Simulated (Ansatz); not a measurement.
# A barrier at the coupled-cluster level

Start structure (SiH$_{5}$ClO, singlet), relaxed at PBE0-D4/def2-TZVP:

```csv
atom,x (Å),y (Å),z (Å)
Si1,-0.3884,-0.6599,-0.9862
Cl2,1.5290,-1.1225,-0.3581
H3,-0.6276,-1.4708,-2.2043
H4,-0.4457,0.7780,-1.3220
H5,-1.3452,-1.0310,0.0745
H6,0.8621,0.5141,1.6378
O7,0.0607,1.0454,1.6532
H8,0.3552,1.9468,1.5049
```

The step: SiH₃Cl ([SiH3][Cl]) + H₂O → SiH₄O ([OH][SiH3]) + HCl; bonds formed: Si1–O7, Cl2–H6; bonds broken: Si1–Cl2, H6–O7. Computed with Ansatz 0.2.0 (basis: def2-TZVPP and def2-QZVPP); correlated methods freeze the cores. Extrapolation: Hartree–Fock as exp(−7.88 √X), correlation as X^−2.97. Energies below are by CCSD(T) at an estimated basis limit (MP2 extrapolated from triple and quadruple zeta, plus CCSD(T) − MP2 in triple zeta).

Question: What are the electronic barrier and the energy of the step, from the start structure to the end structure? (Judge from chemistry; the value comes from the calculation.)

Answer: The calculation gives: Barrier 96.5 kJ/mol; step energy 2.2 kJ/mol (uphill); reverse barrier, their difference, 94.3 kJ/mol. Barrier and step energy count from the start structure, the reverse barrier from the end structure.

The saddle point: One imaginary mode of 151i cm⁻¹.
| pair | start (Å) | saddle (Å) | end (Å) |
| --- | --- | --- | --- |
| Si1–O7 | 3.17 | 1.86 | 1.66 |
| Cl2–H6 | 2.67 | 1.92 | 1.30 |
| Si1–Cl2 | 2.07 | 2.44 | 4.33 |
| H6–O7 | 0.96 | 1.01 | 1.84 |

Zero-point energy (harmonic, PBE0-D4): ZPE is 130.4 kJ/mol at the start and 133.4 kJ/mol at the saddle, so the barrier goes from 96.5 to 99.4 kJ/mol.

No T1 diagnostic of these runs exceeds 0.011.

The step is the kind of ligand exchange by which a precursor binds to a hydroxyl group, or is hydrolysed, in atomic layer deposition of oxides.

Labels in which every atom is bracketed show which atoms are joined, not bond orders.

For scale, one of the runs: CCSD(T)/def2-TZVPP, 185 basis functions (an equivalent command: `ansatz run in.yaml --threads 2`). Hardware: 2 CPU threads, shared host. Wall time 15 s; peak host memory 1.9 GiB.
